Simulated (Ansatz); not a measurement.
A made-up structure of CH2AlO, doublet:

C1  (-0.035, -0.821, 0.159)
O2  (-1.110, -0.194, 0.043)
Al3  (0.385, 0.759, -0.885)
H4  (-0.063, -1.777, 0.711)
H5  (-1.960, 0.120, 0.389)
(Å)

It is relaxed with PBE-D4/def2-SVP and then PBE0-D4/def2-TZVP (Ansatz 0.2.0). Atoms count as bonded within 1.22 times the sum of their covalent radii (H–H: 0.88 Å). The end point is not checked to be a true minimum.

Q: Does its bonding change? (A judgement: the text doesn't fix the answer.)

A: Computed: Yes. Formed: none; broken: O2–Al3.

Where it ends: The first stage lowers the energy by 1.53 eV in 12 steps. It ends as CH₂AlO ([OH][CH][Al]):
```xyz
5
angstrom
C -0.2570 -0.4355 0.0311
O -1.5432 -0.0158 0.1223
Al 1.1410 0.4896 -1.0251
H -0.0580 -1.3511 0.6063
H -2.0651 -0.5996 0.6818
```

Labels in which every atom is bracketed show which atoms are joined, not bond orders.

For scale, one of the runs: PBE0-D4/def2-TZVP relaxation, 111 basis functions, launched by `ansatz run in.yaml --threads 2 --pin off --events-out ev --progress --plain --max-ram 4352MiB`. The run took about 19 s on 2 CPU threads of an Arm Neoverse V1 (shared host).
